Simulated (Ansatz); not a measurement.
in.yaml

```yaml
crystal:
  periodic: [false, false, false]
  atoms:
    - {symbol: As, position_ang: [0.000000, -0.081970, 0.000000]}
    - {symbol: F, position_ang: [0.000000, 0.203857, -1.769710]}
    - {symbol: F, position_ang: [0.000000, 0.203857, 1.769710]}
    - {symbol: H, position_ang: [0.000000, -1.591993, 0.000000]}
basis:
  gaussian: {orbitals: cc-pVDZ}
magnetization: {spin_polarized: true, initial_magnetization: 4}
correlation: {method: ccsd_t, electrons: outside_noble_gas}
```

```sh
$ ansatz run in.yaml --threads 1 --pin off --events-out ev --progress --plain --max-ram 4096MiB --backend cpu
```

(1) Roughly how long does this take on 1 thread of AMD EPYC 7R13, shared host, and how much host memory?

```
630 factors; integrals over basis functions are off by at most 1.3e-3 eV
mean field evaluation 1: about -66208.6137 eV, gradient 1.4e1 eV
mean field evaluation 2: about -66208.6587 eV, gradient 1.4e1 eV
mean field evaluation 4: about -66210.0389 eV, gradient 3.3e0 eV
mean field evaluation 8: about -66210.2340 eV, gradient 5.8e-1 eV
mean field evaluation 16: about -66210.2682 eV, gradient 7.8e-2 eV
mean field evaluation 32: about -66208.6128 eV, gradient 1.4e1 eV
mean field evaluation 64: about -66210.2676 eV, gradient 2.2e-5 eV
mean field evaluation 96: about -66210.0679 eV, gradient 1.6e-3 eV
mean field evaluation 128: about -66211.8946 eV, gradient 9.8e-1 eV
mean field evaluation 160: about -66212.1033 eV, gradient 5.4e-1 eV
...
mean field evaluation 1152: about -66208.0477 eV, gradient 6.3e-4 eV
mean field -66212.14240337 eV, -2433.2513531216 hartree, gradient 1.7e-6 eV, S^2 6.057417; 16 other end points of the search recorded, 0 dependent functions left out
determinant -66212.14240337 eV, -2433.2513531216 hartree, with singles and doubles -66224.90989906 eV, -2433.7205499342 hartree
determinant -66210.26758705 eV, -2433.1824548927 hartree, with singles and doubles -66223.45011487 eV, -2433.6669038546 hartree
determinant -66210.19124735 eV, -2433.1796494607 hartree, with singles and doubles -66223.21667795 eV, -2433.6583252063 hartree
determinant -66210.06786307 eV, -2433.1751151718 hartree, with singles and doubles -66222.74307969 eV, -2433.6409207912 hartree
determinant -66209.69807003 eV, -2433.1615255285 hartree, with singles and doubles -66223.16285712 eV, -2433.6563473270 hartree
determinant -66209.10404088 eV, -2433.1396953596 hartree, with singles and doubles -66222.71592715 eV, -2433.6399229536 hartree
determinant -66209.03203041 eV, -2433.1370490239 hartree, with singles and doubles -66222.74062740 eV, -2433.6408306711 hartree
determinant -66208.82784756 eV, -2433.1295454424 hartree, with singles and doubles -66222.49643431 eV, -2433.6318567405 hartree
16 core orbitals not correlated: weight in the atoms' cores, before any rotation towards them, 0.997 or more for the frozen orbitals, at most 0.003 for the correlated occupied ones
reference -66212.14240337 eV, -2433.2513531216 hartree; 12, 8 occupied and 32, 36 virtual orbitals, 630 factors
second order -12.25093905 eV of doubles, -0.00000000 eV of singles
cycle   1  -12.77006601 eV  change   -2.6e-3 eV  update   5.9e-3
cycle   2  -12.77572675 eV  change   -5.7e-3 eV  update   5.1e-3
cycle   3  -12.77524534 eV  change    4.8e-4 eV  update   3.2e-3
cycle   4  -12.77835089 eV  change   -3.1e-3 eV  update   1.0e-3
cycle   5  -12.77941269 eV  change   -1.1e-3 eV  update   3.7e-4
cycle   6  -12.77981585 eV  change   -4.0e-4 eV  update   1.5e-4
cycle   7  -12.77984469 eV  change   -2.9e-5 eV  update   6.7e-5
cycle   8  -12.77969569 eV  change    1.5e-4 eV  update   3.2e-5
cycle   9  -12.77967345 eV  change    2.2e-5 eV  update   1.2e-5
perturbative correction -0.31452733 eV, -0.0115586663 hartree
Total energy: -66225.23660415 eV, -2433.7325561249 hartree
```

Results:

(1) 27 s wall and 0.23 GiB.
